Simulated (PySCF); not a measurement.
PySCF input file for C2H7N, SMILES CNC (connectivity only; charge and spin as stated), charge +1, multiplicity 2, PBE-D3(BJ)/def2-TZVP. Geometry: PBE-D3(BJ)/def2-TZVP. The spin state was assumed, not searched.

```python
import numpy as np
from pyscf import gto, scf, dft, df
from pyscf.hessian import thermo

mol = gto.M(
    atom='''
    C     1.26928557   -0.00022294    0.20716221
    N    -0.00000000    0.00000000   -0.44138124
    C    -1.26928557    0.00022294    0.20716221
    H     1.85276430    0.88286192   -0.12489859
    H     1.15610972   -0.00536715    1.29511208
    H     1.85753759   -0.87633877   -0.13398924
    H    -0.00000000    0.00000000   -1.46872631
    H    -1.85753760    0.87633877   -0.13398924
    H    -1.85276430   -0.88286193   -0.12489859
    H    -1.15610972    0.00536715    1.29511208
    ''',
    basis='def2-TZVP',
    charge=1,
    spin=1,
    max_memory=1600,
    verbose=3,
)
mf = dft.UKS(mol, xc='pbe').density_fit(auxbasis='def2-universal-jkfit')
mf.disp = 'd3bj'
mf.grids.level = 3
mf.conv_tol = 1e-11
mf.max_cycle = 100
mf.kernel()
fine, coarse = mf.grids, dft.Grids(mol).set(level=1).build(with_non0tab=True)
for _ in range(3):  # follow internal instabilities
    mf.grids = coarse
    mo, _, stable, _ = mf.stability(return_status=True, nroots=4)
    mf.grids = fine
    if stable:
        break
    mf.kernel(mf.make_rdm1(mo, mf.mo_occ))

# [left out here: the lines that compute and print the analytic Hessian (its translational invariance restored by hand, since the grid's response is missing), thermochemistry and intensities]
```

Output:

```

WARN: HOMO -0.237929356702441 >= LUMO -0.237929356702434

converged SCF energy = -134.736336914117  <S^2> = 0.75303596  2S+1 = 2.0030337
<class 'pyscf.df.df_jk.DFUKS'> wavefunction is stable in the internal stability analysis

WARN: DFTD3 does not support analytical Hessian, using finite difference


WARN: Mole.unit (angstrom) is changed to Bohr

Mode                                 0                   1                   2
Irrep
Freq [cm^-1]                       36.9435             69.6572            428.0226
Reduced mass [au]                   1.0377              1.2921              2.2192
Force const [Dyne/A]                0.0008              0.0037              0.2395
Char temp [K]                      53.1535            100.2212            615.8292
Normal mode                   x     y     z       x     y     z       x     y     z
       0   C                 0.00  0.04 -0.00   -0.00 -0.04  0.00   -0.11  0.00  0.05
       1   N                 0.00  0.00  0.00    0.00  0.12 -0.00   -0.00 -0.00 -0.13
       2   C                -0.00 -0.04 -0.00   -0.00 -0.04 -0.00    0.11 -0.00  0.05
       3   H                 0.15 -0.20 -0.32    0.22 -0.28 -0.19   -0.03  0.00  0.19
       4   H                 0.00  0.39  0.00   -0.00  0.17  0.00   -0.34  0.00  0.02
       5   H                -0.15 -0.20  0.32   -0.22 -0.28  0.19   -0.03 -0.00  0.19
       6   H                -0.00  0.00  0.00    0.00  0.22 -0.00    0.00 -0.00 -0.13
       7   H                 0.15  0.20  0.32   -0.22 -0.28 -0.19    0.03  0.00  0.19
       8   H                -0.15  0.20 -0.32    0.22 -0.28  0.19    0.03 -0.00  0.19
       9   H                -0.00 -0.39  0.00   -0.00  0.17 -0.00    0.34 -0.00  0.02
Mode                                 3                   4                   5
Irrep
Freq [cm^-1]                      630.5656            891.0055            925.6618
Reduced mass [au]                   1.1819              2.9644              1.2273
Force const [Dyne/A]                0.2769              1.3866              0.6196
Char temp [K]                     907.2436           1281.9586           1331.8212
Normal mode                   x     y     z       x     y     z       x     y     z
       0   C                 0.00 -0.01 -0.00   -0.15 -0.00 -0.03    0.00 -0.09 -0.00
       1   N                -0.00  0.10  0.00   -0.00 -0.00  0.10   -0.00 -0.00  0.00
       2   C                 0.00 -0.01  0.00    0.15  0.00 -0.03   -0.00  0.09 -0.00
       3   H                 0.09 -0.03  0.11   -0.17 -0.04 -0.18   -0.36  0.12 -0.15
       4   H                -0.00 -0.07 -0.00    0.07  0.00 -0.01    0.00  0.25  0.00
       5   H                -0.09 -0.03 -0.11   -0.17  0.04 -0.19    0.36  0.12  0.15
       6   H                -0.00 -0.86  0.00   -0.00  0.00  0.11   -0.00  0.00  0.00
       7   H                -0.09 -0.03  0.11    0.17 -0.04 -0.19   -0.36 -0.12  0.15
       8   H                 0.09 -0.03 -0.11    0.17  0.04 -0.18    0.36 -0.12 -0.15
       9   H                -0.00 -0.07  0.00   -0.07 -0.00 -0.01   -0.00 -0.25  0.00
Mode                                 6                   7                   8
Irrep
Freq [cm^-1]                     1002.3033           1050.6816           1126.7704
Reduced mass [au]                   1.1705              1.4530              3.4719
Force const [Dyne/A]                0.6928              0.9451              2.5971
Char temp [K]                    1442.0914           1511.6968           1621.1717
Normal mode                   x     y     z       x     y     z       x     y     z
       0   C                -0.04 -0.00  0.07   -0.00 -0.09 -0.00   -0.11  0.00 -0.07
       1   N                 0.01  0.00  0.00    0.00  0.10  0.00    0.16 -0.00 -0.00
       2   C                -0.04 -0.00 -0.07   -0.00 -0.09  0.00   -0.11  0.00  0.07
       3   H                -0.10 -0.08 -0.27   -0.33  0.10 -0.11    0.10 -0.10 -0.03
       4   H                 0.40  0.00  0.11   -0.00  0.24  0.00   -0.16 -0.00 -0.08
       5   H                -0.10  0.08 -0.27    0.34  0.10  0.11    0.10  0.10 -0.03
       6   H                 0.36 -0.00  0.00   -0.00 -0.05  0.00    0.28  0.00 -0.00
       7   H                -0.10  0.08  0.27    0.34  0.10 -0.11    0.10  0.10  0.03
       8   H                -0.10 -0.08  0.27   -0.33  0.10  0.11    0.10 -0.10  0.03
       9   H                 0.40  0.00 -0.11   -0.00  0.24 -0.00   -0.16 -0.00  0.08
Mode                                 9                  10                  11
Irrep
Freq [cm^-1]                     1204.9738           1315.5451           1326.7693
Reduced mass [au]                   1.7889              1.0728              1.1031
Force const [Dyne/A]                1.5304              1.0939              1.1441
Char temp [K]                    1733.6891           1892.7765           1908.9256
Normal mode                   x     y     z       x     y     z       x     y     z
       0   C                 0.01  0.00 -0.10    0.02  0.00 -0.03    0.05  0.00  0.02
       1   N                 0.00 -0.00  0.12    0.04  0.00  0.00   -0.00 -0.00 -0.03
       2   C                -0.01 -0.00 -0.10    0.02  0.00  0.03   -0.05 -0.00  0.02
       3   H                 0.01  0.12  0.22   -0.34  0.25  0.04   -0.40  0.25 -0.05
       4   H                -0.33  0.00 -0.14   -0.10 -0.00 -0.05   -0.06 -0.01  0.02
       5   H                 0.01 -0.12  0.22   -0.34 -0.26  0.04   -0.39 -0.25 -0.04
       6   H                 0.00  0.00  0.13    0.42 -0.00  0.00    0.00 -0.00 -0.03
       7   H                -0.01  0.12  0.22   -0.34 -0.26 -0.04    0.39  0.25 -0.04
       8   H                -0.01 -0.12  0.22   -0.34  0.25 -0.04    0.40 -0.25 -0.05
       9   H                 0.33 -0.00 -0.14   -0.10 -0.00  0.05    0.06  0.01  0.02
Mode                                12                  13                  14
Irrep
Freq [cm^-1]                     1348.3213           1373.0151           1389.2533
Reduced mass [au]                   1.0353              1.0467              1.1526
Force const [Dyne/A]                1.1089              1.1626              1.3106
Char temp [K]                    1939.9341           1975.4630           1998.8261
Normal mode                   x     y     z       x     y     z       x     y     z
       0   C                -0.00  0.03 -0.00    0.00  0.03  0.00    0.03 -0.00  0.05
       1   N                -0.00 -0.00  0.00    0.00  0.03 -0.00    0.06 -0.00 -0.00
       2   C                 0.00 -0.03 -0.00    0.00  0.03 -0.00    0.03 -0.00 -0.05
       3   H                -0.10 -0.04 -0.32   -0.11 -0.03 -0.33   -0.10 -0.04 -0.29
       4   H                -0.00 -0.50 -0.00   -0.01 -0.49 -0.00   -0.40  0.01 -0.00
       5   H                 0.12 -0.03  0.32    0.10 -0.03  0.31   -0.11  0.04 -0.31
       6   H                -0.00  0.00  0.00   -0.01 -0.10 -0.00   -0.35  0.00 -0.00
       7   H                -0.12  0.03  0.32    0.10 -0.03 -0.31   -0.11  0.04  0.31
       8   H                 0.10  0.04 -0.32   -0.11 -0.03  0.33   -0.10 -0.04  0.29
       9   H                 0.00  0.50 -0.00   -0.01 -0.49  0.00   -0.40  0.01  0.00
Mode                                15                  16                  17
Irrep
Freq [cm^-1]                     1443.2314           1489.7609           2895.5648
Reduced mass [au]                   1.0891              1.3180              1.0383
Force const [Dyne/A]                1.3366              1.7234              5.1291
Char temp [K]                    2076.4887           2143.4343           4166.0731
Normal mode                   x     y     z       x     y     z       x     y     z
       0   C                 0.04 -0.00  0.04    0.04 -0.00 -0.00   -0.03 -0.00  0.01
       1   N                 0.00  0.00  0.03   -0.12 -0.00  0.00   -0.01 -0.00 -0.00
       2   C                -0.04  0.00  0.04    0.04 -0.00  0.00   -0.03 -0.00 -0.01
       3   H                 0.04 -0.12 -0.29    0.14 -0.09 -0.09    0.25  0.40 -0.14
       4   H                -0.50  0.00 -0.03   -0.29  0.00 -0.05   -0.02 -0.00  0.18
       5   H                 0.04  0.12 -0.29    0.14  0.09 -0.09    0.23 -0.37 -0.13
       6   H                -0.00 -0.00  0.03    0.66 -0.00 -0.00   -0.01  0.00  0.00
       7   H                -0.04 -0.12 -0.29    0.14  0.09  0.09    0.23 -0.37  0.13
       8   H                -0.04  0.12 -0.29    0.14 -0.09  0.09    0.24  0.40  0.14
       9   H                 0.50 -0.00 -0.03   -0.29  0.00  0.05   -0.02 -0.00 -0.18
Mode                                18                  19                  20
Irrep
Freq [cm^-1]                     2910.7416           2932.2112           2937.0158
Reduced mass [au]                   1.0416              1.0899              1.0970
Force const [Dyne/A]                5.1994              5.5213              5.5753
Char temp [K]                    4187.9091           4218.7991           4225.7118
Normal mode                   x     y     z       x     y     z       x     y     z
       0   C                -0.04 -0.00  0.01    0.00 -0.06 -0.00   -0.00  0.06  0.00
       1   N                 0.00  0.00 -0.00   -0.00 -0.00  0.00   -0.00  0.00  0.00
       2   C                 0.04  0.00  0.01   -0.00  0.06 -0.00   -0.00  0.06 -0.00
       3   H                 0.25  0.40 -0.15    0.25  0.35 -0.14   -0.25 -0.36  0.15
       4   H                -0.02 -0.00  0.19    0.00 -0.02 -0.01   -0.00  0.01  0.01
       5   H                 0.22 -0.36 -0.13   -0.28  0.39  0.16    0.27 -0.38 -0.16
       6   H                 0.00 -0.00  0.01   -0.00  0.00 -0.00   -0.00 -0.01 -0.00
       7   H                -0.22  0.36 -0.13    0.28 -0.39  0.16    0.27 -0.38  0.16
       8   H                -0.25 -0.40 -0.15   -0.25 -0.35 -0.14   -0.25 -0.36 -0.15
       9   H                 0.02  0.00  0.19   -0.00  0.02 -0.01   -0.00  0.01 -0.01
Mode                                21                  22                  23
Irrep
Freq [cm^-1]                     3109.1008           3111.9293           3407.0399
Reduced mass [au]                   1.0995              1.0996              1.0784
Force const [Dyne/A]                6.2623              6.2743              7.3754
Char temp [K]                    4473.3038           4477.3734           4901.9718
Normal mode                   x     y     z       x     y     z       x     y     z
       0   C                -0.01 -0.00  0.06    0.01  0.00 -0.06    0.00  0.00 -0.00
       1   N                -0.00 -0.00 -0.00   -0.00 -0.00  0.00    0.00 -0.00 -0.07
       2   C                -0.01 -0.00 -0.06   -0.01 -0.00 -0.06   -0.00 -0.00 -0.00
       3   H                 0.05  0.09 -0.02   -0.06 -0.10  0.03   -0.01 -0.01  0.00
       4   H                 0.08  0.00 -0.65   -0.07 -0.00  0.65    0.00 -0.00  0.03
       5   H                 0.05 -0.09 -0.03   -0.06  0.10  0.03   -0.01  0.01  0.00
       6   H                -0.01 -0.00  0.00   -0.00 -0.00 -0.04    0.00  0.00  0.96
       7   H                 0.05 -0.09  0.03    0.06 -0.10  0.03    0.01 -0.01  0.00
       8   H                 0.05  0.09  0.02    0.06  0.10  0.03    0.01  0.01  0.00
       9   H                 0.08  0.00  0.65    0.07  0.00  0.65   -0.00  0.00  0.03
temperature 298.1500 [K]
pressure 101325.00 [Pa]
Rotational constants [GHz] 40.44652 8.65490 7.81741
Symmetry number 2
Zero-point energy (ZPE) 0.08738 [Eh]   229420.338 [J/mol]
                           tot       elec      trans        rot        vib
Entropy [J/mol/K]       297.702      5.763    156.245     87.497     48.197
Cv [J/mol/K]             63.701      0.000     12.472     12.472     38.757
Cp [J/mol/K]             72.015      0.000     20.786     12.472     38.757
Internal energy [J/mol]                      3718.434   3718.434 235594.328
Internal energy [Eh]   -134.64377  -134.73634
Enthalpy [J/mol]                             6197.391   3718.434 235594.328
Enthalpy [Eh]          -134.64283
Gibbs free energy [J/mol]                  -40387.018 -22368.739 221224.385
Gibbs free energy [Eh] -134.67663
mode   freq/cm-1   IR/(km/mol)
   1       36.94         0.001
   2       69.66         4.338
   3      428.02         0.083
   4      630.57        50.426
   5      891.01         1.901
   6      925.66         0.000
   7     1002.30        42.831
   8     1050.68         1.017
   9     1126.77        77.103
  10     1204.97         2.684
  11     1315.55        77.702
  12     1326.77         0.000
  13     1348.32         0.007
  14     1373.02        49.374
  15     1389.25         0.756
  16     1443.23        33.227
  17     1489.76        12.073
  18     2895.56       126.253
  19     2910.74         0.820
  20     2932.21         0.000
  21     2937.02        28.882
  22     3109.10         8.132
  23     3111.93         1.978
  24     3407.04        79.323
max |gradient| / (hartree/bohr): 6.936442867383038e-05
APT charges: [-0.0855  0.1652 -0.0855  0.1526  0.0841  0.1519  0.2285  0.1519  0.1526
  0.0841]
```

The calculation finished and met its thresholds.
